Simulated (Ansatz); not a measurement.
# SiH₅O (doublet): from Hartree-Fock to the top rungs at distance Si1–H5 along a hydrogen transfer = 1.485 Å, cc-pVDZ

One table from this session's results is given with a row withheld; the runs are named, their logs left out.

Computed with Ansatz 0.2.0, Gaussian basis. Level: cc-pVDZ, core rule «outside noble gas», up to 6 orbitals frozen.

To be run: UHF; CCSD(T) on ROHF; CCSD(T) on UHF; BCCD(T) on ROHF; CISD; CCSDT(Q) on ROHF; CCSDT(Q) on UHF; CASSCF and MRCISD+Q, 3 electrons in 3 orbitals; CASSCF and NEVPT2, 3 electrons in 3 orbitals.

## The system

The geometry derives from fragments relaxed apart (PBE0/def2-TZVP) and kept rigid, so it is no stationary point. A hydrogen atom is moved between rigid fragments.

7 atoms, charge 0, spin multiplicity 2.

Atoms are counted from 1 here; the program's logs count them from 0.

Bond lengths: Si1–H2 1.485 Å, Si1–H3 1.485 Å, Si1–H4 1.485 Å, Si1–H5 1.485 Å, O6–H7 0.973 Å. Angles: H2–Si1–H3 109.5°, H2–Si1–H4 109.5°, H2–Si1–H5 109.5°, H3–Si1–H4 109.5°, H3–Si1–H5 109.5°, H4–Si1–H5 109.5°.

Set-up of the first run:

Input file in.yaml:

```yaml
crystal:
  periodic: [false, false, false]
  atoms:
    - {symbol: Si, position_ang: [-0.980436, 0.019286, 0.000000]}
    - {symbol: H, position_ang: [-1.475308, 1.418994, 0.000000]}
    - {symbol: H, position_ang: [-1.475307, -0.680568, 1.212183]}
    - {symbol: H, position_ang: [-1.475308, -0.680568, -1.212182]}
    - {symbol: H, position_ang: [0.504179, 0.019286, 0.000000]}
    - {symbol: O, position_ang: [1.836564, 0.019286, -0.000001]}
    - {symbol: H, position_ang: [2.088423, -0.920664, -0.000001]}
basis:
  gaussian: {orbitals: cc-pVDZ}
magnetization: {spin_polarized: true, initial_magnetization: 1}
hamiltonian: {xc: hf}
output: {orbitals: {seedname: orbitals}}
```

Run with:

```bash
$ ansatz run in.yaml --threads 1 --pin off --events-out ev --progress --plain --max-ram 2816MiB --backend cpu
```

Among the steps run: UHF; CCSD(T) on ROHF; CCSD(T) on UHF; BCCD(T) on ROHF; CISD; CCSDT(Q) on ROHF; CCSDT(Q) on UHF; CASSCF and MRCISD+Q, 3 electrons in 3 orbitals; CASSCF and NEVPT2, 3 electrons in 3 orbitals.

One of the session's tables, all rows but one given; the rest of the session is left out.

| method | from UCCSDT(Q) (meV) |
| --- | --- |
| ROHF | +9549.2 |
| UHF | +9320.5 |
| RMP2 | +1419.8 |
| UMP2 | +1434.3 |
| CISD | +1124.1 |
| RCCSD | +226.4 |
| UCCSD | +220.5 |
| RCCSD(T) | +43.8 |
| UCCSD(T) | +43.9 |
| BCCD(T) | +42.9 |
| RCCSDT | +16.5 |
| UCCSDT | ? |
| RCCSDT(Q) | +0.4 |
| UCCSDT(Q) | 0 |
| CASSCF pair | +9019.7 |
| NEVPT2 pair | +1334.6 |
| MRCISD pair | +999.4 |
| MRCISD+Q pair | +165.4 |

Q: Estimate the row for UCCSDT from the others.

**Answer.** from UCCSDT(Q) (meV): +15.7. In the column «from UCCSDT(Q) (meV)» it lies between RCCSDT(Q) (+0.4) and RCCSDT (+16.5).

Caveats from the session: Restricted and unrestricted rows rest on different reference determinants; where their highest levels disagree by more than a few hundredths of an eV, they describe different states and don't form one ladder.
